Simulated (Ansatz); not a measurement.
Input file:

```yaml
crystal:
  periodic: [false, false, false]
  atoms:
    - {symbol: Cl, position_ang: [0.000000, 0.000000, -1.482333]}
    - {symbol: H, position_ang: [0.000000, 0.000000, -0.147333]}
    - {symbol: Si, position_ang: [0.000000, 0.000000, 1.629667]}
basis:
  gaussian: {orbitals: cc-pVTZ}
magnetization: {spin_polarized: false, initial_magnetization: 2}
correlation: {method: fic_mrcisd_q, electrons: outside_noble_gas, active_space: {window: {electrons: 4, orbitals: 4}}}
```

```sh
$ ansatz run in.yaml --threads 2 --pin off --events-out ev --progress --plain --max-ram 16896MiB --backend cuda --devices 0, --max-vram 18GiB
```

Output:

```
487 factors; integrals over basis functions are off by at most 1.3e-3 eV
mean field evaluation 1: about -20378.4004 eV, gradient 1.2e1 eV
mean field evaluation 2: about -20378.4037 eV, gradient 1.2e1 eV
mean field evaluation 4: about -20379.3354 eV, gradient 1.4e0 eV
mean field evaluation 8: about -20379.3552 eV, gradient 5.7e-4 eV
mean field evaluation 16: about -20379.3552 eV, gradient 1.0e-3 eV
mean field evaluation 32: about -20379.2796 eV, gradient 9.6e-1 eV
mean field evaluation 64: about -20379.2269 eV, gradient 4.6e-6 eV
mean field -20379.35520041 eV, -748.9274899919 hartree, gradient 6.4e-6 eV, S^2 2.000000; 8 other end points of the search recorded, 0 dependent functions left out
reference -20379.35520041 eV, -748.9274899919 hartree; 17, 15 occupied and 65, 67 virtual orbitals, 487 factors
state -20379.76254946 eV, -748.9424597934 hartree
contracted CI cycle   1: correlation 0.00000000 eV, 0.0000000000 hartree, residual 2.46e1 eV
contracted CI cycle   2: correlation -7.23043616 eV, -0.2657136278 hartree, residual 3.85e0 eV
contracted CI cycle   3: correlation -7.41909477 eV, -0.2726467041 hartree, residual 9.39e-1 eV
contracted CI cycle   4: correlation -7.43219755 eV, -0.2731282221 hartree, residual 3.07e-1 eV
contracted CI cycle   5: correlation -7.43354223 eV, -0.2731776383 hartree, residual 9.70e-2 eV
contracted CI cycle   6: correlation -7.43366936 eV, -0.2731823103 hartree, residual 3.26e-2 eV
contracted CI cycle   7: correlation -7.43368298 eV, -0.2731828108 hartree, residual 1.12e-2 eV
contracted CI cycle   8: correlation -7.43368454 eV, -0.2731828681 hartree, residual 3.49e-3 eV
contracted CI cycle   9: correlation -7.43368470 eV, -0.2731828740 hartree, residual 1.05e-3 eV
state -20379.76254946 eV, -748.9424597934 hartree; corrected -20388.10832967 eV, -749.2491615593 hartree
Total energy: -20388.10832967 eV, -749.2491615593 hartree
```

For the same geometry and basis UCCSDT(Q) lies 192.7 meV lower.

Ran on 2 threads of AMD EPYC 7R13 with a shared H100 80 GB, shared host: 2.6 s wall, 0.83 GiB peak host memory.
